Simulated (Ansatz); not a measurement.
The input, for Ansatz 0.2.0:

```yaml
crystal:
  periodic: [false, false, false]
  atoms:
    - {symbol: Zr, position_ang: [0.000000, 0.000000, 0.000000]}
    - {symbol: Cl, position_ang: [0.000000, 0.000000, 2.304496]}
basis:
  gaussian: {orbitals: def2-SVP}
total_charge: 1
magnetization: {spin_polarized: true, initial_magnetization: 0}
hamiltonian: {xc: hf}
scf: {lower_state_search: off}
output: {orbitals: {seedname: orbitals}}
```

```sh
$ ansatz run in.yaml --threads 1 --pin off --events-out ev --progress --plain --max-ram 2393MiB
```

The program prints:

```
these checks for a lower state are left out or cut short: stability, starts, cluster_reference, orbital_swaps, neighbouring_geometries, increment
488 factors; integrals over basis functions are off by at most 1.1e-3 eV
mean field evaluation 1: about -13752.0024 eV, gradient 2.6e1 eV
mean field evaluation 2: about -13752.0088 eV, gradient 2.6e1 eV
mean field evaluation 4: about -13757.7003 eV, gradient 2.7e0 eV
mean field evaluation 8: about -13758.2221 eV, gradient 2.3e-1 eV
mean field evaluation 16: about -13758.2225 eV, gradient 1.4e-3 eV
mean field -13758.22253196 eV, -505.6053523912 hartree, gradient 5.2e-6 eV, S^2 0.000000; 0 other end points of the search recorded, 0 dependent functions left out
reference -13758.22253196 eV, -505.6053523912 hartree; 14, 14 occupied and 35, 35 virtual orbitals, 488 factors
Total energy: -13758.22253196 eV, -505.6053523912 hartree
Checks for a lower state left out: stability, starts, cluster_reference, orbital_swaps, neighbouring_geometries, increment
```

Ran on 1 thread of Arm Neoverse V1, shared host: 0.39 s wall, 0.08 GiB peak host memory.
